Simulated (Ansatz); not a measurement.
# ClH4NSi: the cost of one run

All numbers below are computed with Ansatz 0.2.0 (UKS B3LYP/6-31G*).

### Step 1. The structure to begin with

Bond lengths: Si1–N3 1.655 Å, Si1–H5 1.456 Å, Si1–Cl6 2.026 Å, N3–H7 1.017 Å. Angles: Si1–N3–H7 126.5°, N3–Si1–H5 132.8°, N3–Si1–Cl6 120.7°, H5–Si1–Cl6 102.5°.

As a file:

```xyz
7

Si   -0.5618   -0.2202    0.1221
H     0.6049    0.7820    1.1950
N     0.6983    0.3043   -0.8134
H     1.0774    0.8908    0.3393
H    -1.9201    0.2676    0.3173
Cl   -0.7173   -2.1704    0.6504
H     0.8187    0.1458   -1.8108
```

### Step 2. Run 1

150 steps of 0.5 fs at constant energy, with velocities drawn for 300 K.

input.yaml

```yaml
crystal:
  periodic: [false, false, false]
  atoms:
    - { symbol: Si, position_ang: [-0.5618, -0.2202, 0.1221] }
    - { symbol: H, position_ang: [0.6049, 0.782, 1.195] }
    - { symbol: "N", position_ang: [0.6983, 0.3043, -0.8134] }
    - { symbol: H, position_ang: [1.0774, 0.8908, 0.3393] }
    - { symbol: H, position_ang: [-1.9201, 0.2676, 0.3173] }
    - { symbol: Cl, position_ang: [-0.7173, -2.1704, 0.6504] }
    - { symbol: H, position_ang: [0.8187, 0.1458, -1.8108] }
magnetization:
  spin_polarized: true
basis:
  gaussian: { orbitals: "6-31G*" }
hamiltonian:
  xc: b3lyp
md:
  timestep: 0.5
  n_steps: 150
  ensemble: nve
  temperature: 300.0
  initial_velocities: maxwell_boltzmann
  seed: 146851
```

Command:

```sh
$ ansatz run input.yaml --threads 1 --pin off --max-ram 2048MiB --backend cpu --events-out ev --progress --plain --runs-dir out
```

What time and memory should one allow on 1 thread of AMD EPYC 9R45 (Zen 5), shared host?

About 3.1 min, with a peak of 0.17 GiB.
